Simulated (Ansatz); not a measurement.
fcc Ag, treated with LDA (Ansatz, a program for electronic structure, plane waves, PAW).

Run with plane-wave cutoff 500 eV, 30×30×30 k mesh, Fermi–Dirac smearing 0.1 eV, no spin polarisation, scalar-relativistic PAW data made under PBE.

Computed at the level's own relaxed cell.

**Question.** Predict the equilibrium volume per atom and lattice constant a.

**Answer.** 
equilibrium volume per atom: 16.01 Å³/atom
lattice constant a: 4.001 Å

Measured, for comparison: equilibrium volume per atom 16.76 Å³/atom (static lattice: zero-point anharmonic expansion removed; as tabulated in Mejia-Rodriguez and Trickey (2018), arXiv:1807.09216); lattice constant a 4.062 Å (static lattice: zero-point anharmonic expansion removed, our sources range from 4.056 to 4.063; as tabulated in Mejia-Rodriguez and Trickey (2018), arXiv:1807.09216). Computed (rounded) less measured: equilibrium volume per atom -4.5 %, lattice constant a -1.5 % (-1.4 % to -1.5 % over the range).

The computed numbers hold no vibrational or temperature effects.

The result took very roughly 40 core-seconds.
